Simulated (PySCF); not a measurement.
# C4H7F: the cost of one run

Programs: PySCF 2.14.0, with density-fitted response routines of our own. Each step states its level of theory. These are calculated values for one molecule, in the gas phase or a continuum, unless marked as measured. Atoms are numbered from 0 throughout.

**1. Starting geometry**

12 atoms, charge 0, multiplicity 1; geometry from: GFN2-xTB. The atoms were then displaced at random by about 0.01 Å, so the start is not that level's minimum.

Bonds of the start (Å): C0–C1 1.47, C1–C2 1.31, C2–C3 1.55, C3–F4 1.37, C0–H5 1.08, C0–H6 1.12, C0–H7 1.07, C1–H8 1.06, C2–H9 1.10, C3–H10 1.08, C3–H11 1.09.

**2. Relaxing the molecule at PBE0-D3(BJ)/def2-SVP**

What the job is given:

```
{"job": {"xc": "PBE0", "basis": "def2-SVP", "d3": "d3bj", "grid": 1, "shake": 0.01, "kind": "geom"}, "charge": 0, "multiplicity": 1}
C     -1.927190    -0.191760    -0.038840
C     -0.519780     0.005750    -0.410760
C      0.468080    -0.020730     0.444000
C      1.963070     0.159680     0.090360
F      2.109730     0.344640    -1.263300
H     -2.068220    -0.315430     1.024500
H     -2.509900     0.710270    -0.339420
H     -2.349140    -1.017660    -0.575980
H     -0.312410     0.175470    -1.439590
H      0.318630    -0.178950     1.519660
H      2.504670    -0.734800     0.374910
H      2.362140     1.035250     0.605440
```

The run is started by

```bash
> OMP_NUM_THREADS=1 python probes_run.py task.json out
```

The driver reads the jobs from task.json and runs them one after another.

**Question.** How long does this first job take on 1 thread of Arm Neoverse V1, shared host, and how much memory does it need?

About 19 s, with a peak of 0.42 GiB.
